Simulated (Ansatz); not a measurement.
Si3⁻. The state is a doublet with charge -1. Geometry PBE-D4/def2-TZVPD.

```xyz
3

Si    1.6156    0.4006    1.4289
Si   -0.0017   -0.0001    0.0019
Si   -1.6139   -0.4005   -1.4307
```

LC-ωPBE has ω = 0.4 bohr⁻¹. B3LYP takes the VWN-RPA correlation. At PBE-D4/def2-TZVPD, r2SCAN-D4/def2-TZVPD the highest occupied level of the charge -1 doublet lies above zero (up to 0.30 eV). The electron is either unbound and held by the finite basis, or the level is raised by self-interaction error. At r2SCAN-D4/def2-TZVPD, PBE0-D4/def2-TZVPD, LC-ωPBE/def2-TZVPD the charge -1 doublet is spin-contaminated (final ⟨S²⟩ up to 1.56, 0.75 for a pure state). Another isomer (doublet) lies 1.16 eV lower at PBE0-D4/def2-TZVPD; other spin states weren't run for this one.

Estimate the α-spin orbital energies around the gap (eV) in Ansatz with PBE-D4/def2-TZVPD, r2SCAN-D4/def2-TZVPD, B3LYP-D4/def2-TZVPD, PBE0-D4/def2-TZVPD, LC-ωPBE/def2-TZVPD.


| orbital | PBE-D4/def2-TZVPD | r2SCAN-D4/def2-TZVPD | B3LYP-D4/def2-TZVPD | PBE0-D4/def2-TZVPD | LC-ωPBE/def2-TZVPD |
| --- | --- | --- | --- | --- | --- |
| HOMO−9 | -89.02 | -91.30 | -93.50 | -94.55 | -95.28 |
| HOMO−8 | -89.00 | -91.25 | -93.47 | -94.50 | -95.19 |
| HOMO−7 | -88.90 | -91.16 | -93.40 | -94.45 | -95.10 |
| HOMO−6 | -8.31 | -8.90 | -9.69 | -10.13 | -13.75 |
| HOMO−5 | -6.71 | -7.18 | -7.94 | -8.30 | -11.59 |
| HOMO−4 | -3.31 | -3.54 | -4.21 | -4.44 | -7.07 |
| HOMO−3 | -1.01 | -1.22 | -1.70 | -1.92 | -4.33 |
| HOMO−2 | -0.85 | -1.13 | -1.49 | -1.82 | -4.22 |
| HOMO−1 | -0.84 | -1.13 | -1.23 | -1.59 | -3.92 |
| HOMO | 0.30 | 0.02 | -0.25 | -0.55 | -2.86 |
| LUMO | 0.43 | 0.55 | 0.97 | 1.11 | 3.19 |
| LUMO+1 | 2.81 | 3.06 | 3.16 | 3.33 | 4.68 |
| LUMO+2 | 2.90 | 3.11 | 3.45 | 3.53 | 5.13 |
| LUMO+3 | 2.90 | 3.26 | 3.55 | 3.69 | 5.31 |
| LUMO+4 | 3.59 | 4.33 | 3.84 | 4.01 | 5.68 |
| LUMO+5 | 3.85 | 4.39 | 4.18 | 4.33 | 5.69 |
| β HOMO | -0.48 | -0.67 | -0.96 | -1.22 | -3.53 |
| β LUMO | 0.61 | 0.71 | 1.13 | 1.31 | 3.34 |
